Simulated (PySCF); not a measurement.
LiO: mean field, correlation and small terms against distance

State: ²Π, doublet, unpaired electrons π ↑. ROHF-based CCSD(T) in PySCF 2.14 with Li cc-pVTZ, O cc-pVTZ and Li cc-pVQZ, O cc-pVQZ (frozen core orbitals: 2; no relativity). Correlation energies are extrapolated as n⁻³ (n = 3, 4), Hartree–Fock as (n+1)·exp(−9√n). CV is the change on freezing 0 orbitals instead, in Li cc-pCVTZ, O cc-pwCVTZ. SR is the spin-free X2C energy in Li cc-pVTZ-DK, O cc-pVTZ-DK less the non-relativistic one in Li cc-pVTZ, O cc-pVTZ. All energies in eV from Li + O.

```
 R (Å)  HF/CBS  CCSD corr.      (T)       CV       SR   total
1.4868  -1.560      -1.616  -0.1058  -0.0550  -0.0035  -3.340
1.5544  -1.758      -1.638  -0.1103  -0.0408  -0.0005  -3.548
1.6220  -1.851      -1.660  -0.1148  -0.0297   0.0024  -3.653
1.6895  -1.867      -1.680  -0.1194  -0.0210   0.0052  -3.682
1.7571  -1.827      -1.700  -0.1240  -0.0140   0.0080  -3.657
1.8416  -1.721      -1.724  -0.1298  -0.0070   0.0113  -3.571
1.9261  -1.574      -1.745  -0.1355  -0.0015   0.0143  -3.443
```

A fit to the total gives Re = 1.6886 Å, De = 3.682 eV, ωe = 818.1 cm⁻¹, Be = 1.212 cm⁻¹ (masses 7.0160 and 15.9949 u).

**Question.** At R = 1.6895 Å the CCSD correlation energy is -0.220720 hartree in the smaller basis and -0.237957 in the larger. Extrapolate it.

**Answer.** (4³·E4 − 3³·E3)/(4³ − 3³) = -0.25054 hartree; the larger basis holds 95.0 % of it.

The T1 diagnostic is 0.021. The state was picked by a PBE0 search and need not be the measured ground state. Spin–orbit coupling, excitations beyond (T) and corrections to the Born–Oppenheimer picture are left out.
